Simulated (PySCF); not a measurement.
Indirect couplings

Bonds (- single, = double, # triple, : aromatic): C1-N2 1.436 Å, N2-C3 1.439 Å, N2-C4 1.353 Å, C4=O5 1.210 Å. C1 carries H6, H7, H8; C3 carries H9, H10, H11; C4 carries H12.

Method: PBE0/pcJ-2 (spin–dipole term only in couplings to heteroatoms)//PBE0-D3(BJ)/def2-TZVP, PySCF 2.14; isolated molecule, single conformer, non-relativistic. Couplings are averaged over pairs made equivalent by symmetry, fast rotation or ring inversion, so a value needn't be that of the named pair in this geometry, while other rotamers aren't included; one pair stands for each set, and the list holds those of at least 0.8 Hz over up to four bonds, among pairs with at least one C or N or H atom (others weren't computed).

Isotopes: $^{13}$C, $^{1}$H, $^{17}$O, $^{15}$N. Couplings to quadrupolar nuclei such as 17O and 33S are rarely resolved in practice.

```
   pair  bonds  J (Hz)
 C1, N2      1   -13.1
 C1, H6      1       ?
 N2, C3      1   -11.6
 N2, C4      1       ?
 C3, H9      1   133.4
 C4, O5      1    29.3
C4, H12      1   185.0
 C1, C3      2     2.4
 C1, C4      2     6.1
 N2, H9      2     0.9
N2, H12      2   -17.4
 C3, C4      2       ?
O5, H12      2    -7.3
 H6, H7      2   -14.0
H9, H10      2   -14.4
 C1, O5      3     1.0
 C1, H9      3       ?
C1, H12      3     2.6
 C3, O5      3       ?
 C3, H6      3       ?
C3, H12      3       ?
 C4, H6      3     4.4
 C4, H9      3     2.7
```

Q: Estimate the withheld couplings, with signs.

A: 
- $^{1}J$(C1,H6) = 131.7 Hz (bond length 1.091 Å, sp3 carbon)
- $^{1}J$(N2,C4) = -14.6 Hz (bond length 1.353 Å)
- $^{2}J$(C3,C4) = 1.4 Hz (angle at N2 120°)
- $^{3}J$(C1,H9) = 3.7 Hz (mean over equivalent pairs that range from 1.0 to 8.7 Hz in this conformer)
- $^{3}J$(C3,O5) = -1.0 Hz (dihedral angle 1°)
- $^{3}J$(C3,H6) = 3.3 Hz (mean over equivalent pairs that range from 1.1 to 7.7 Hz in this conformer)
- $^{3}J$(C3,H12) = 3.7 Hz (dihedral angle 179°)
